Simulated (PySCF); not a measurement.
**Level of theory and gas-phase deprotonation enthalpies: dimethyl sulfoxide**

Structure: `CS(C)=O` (C2H6OS). Non-hydrogen atoms are numbered in `[CH3:1][S:2]([CH3:3])=[O:4]`.

All levels share the PBE0-D3(BJ)/ma-def2-SVP structures and the PBE0-D3(BJ)/ma-def2-SVP thermal terms; only the single-point energies (PySCF) change. Values are gas-phase deprotonation enthalpies (298 K, kJ/mol).

Measured (NIST Chemistry WebBook): deprotonation enthalpy (ΔH) 1564 kJ/mol.

```csv
level,C1,time
ωB97M-D3(BJ)/ma-def2-TZVP (grid 3),1568,31 s
PBE0-D3(BJ)/aug-pcseg-1,1576,8.6 s
B3LYP-D3(BJ)/ma-def2-TZVP,1577,11 s
PBE0-D3(BJ)/6-311+G**,1577,6.9 s
PBE0-D3(BJ)/def2-SVPD,1578,7.3 s
PBE0-D3(BJ)/ma-def2-TZVP,1578,–
PBE0-D3(BJ)/def2-TZVPD,1579,16 s
PBE0-D3(BJ)/pcseg-2,1585,14 s
BHandHLYP/ma-def2-TZVP,1591,11 s
PBE0-D3(BJ)/def2-TZVPP,1594,15 s
PBE0-D3(BJ)/pcseg-1,1597,3.9 s
PBE0-D3(BJ)/6-31G*,1641,3.1 s
```

Times are wall times for all single points of a level on 1 thread of Arm Neoverse V1, a shared host; the dash marks the run that also made the structures.

The spread: 72 kJ/mol, from 1568 to 1641.

Bases without diffuse functions serve anions poorly.

Differences come from unrounded values, so a last digit can differ from that of the printed terms.
